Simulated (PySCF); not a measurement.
## Predicted spectroscopic data

[PySCF 2.14: structure optimised with PBE0-D3(BJ)/def2-SVP; NMR shieldings at PBE0/pcSseg-1/GIAO; spin–spin couplings from B3LYP/pcJ-1 (spin–dipole term left out of most H,H and C,H couplings); a single conformation; non-relativistic Hamiltonian; gas phase; averaged over atoms made equivalent by symmetry, fast rotation or ring inversion]

References, each an isolated molecule treated in the same way: $^{1}$H, $^{13}$C against TMS. Multiplet labels drop J under 1 Hz and among equivalent protons, and merge close values. Unscaled 3J(H,H) run several per cent high. Where no couplings were computed, multiplicities follow the n + 1 count of equivalent neighbours, and m marks all less simple cases (inequivalent or close neighbours, rings, F or P nearby). Couplings to H on boron are left out. Carbons bonded to boron are broad in practice. Shifts are as computed. Against solution values, carbons near 30 ppm lie about +2 ppm off and those near 130 ppm about +5 ppm. Of 1211 compounds with measured shifts, 218 miss one by over three times the rms of a fit or turn the order of signals round; such compounds aren't used in these exercises.

**1.** naphthalene (SMILES c1ccc2ccccc2c1). $^{1}$H NMR (600 MHz, computed): δ 7.96 (d, 4H), 7.66 (m, 4H). $^{13}$C{$^{1}$H} NMR (computed): δ 137.0 (C), 133.7 (CH), 131.3 (CH).

**2.** `C=C/C=C/B`, C4H7B. $^{1}$H NMR (600 MHz, computed): δ 7.26 (ddt, J = 17.5, 12.0, 1.1 Hz, 1H), 7.08 (dt, J = 17.5, 7.3 Hz, 1H), 6.79 (br, 2H), 6.79 (ddd, J = 18.2, 12.0, 11.1 Hz, 1H), 6.05 (dt, J = 18.2, 1.3 Hz, 1H), 6.01 (dt, J = 11.1, 1.4 Hz, 1H). $^{13}$C{$^{1}$H} NMR (computed): δ 175.7 (CH), 147.8 (CH), 146.6 (CH), 138.7 (CH2).
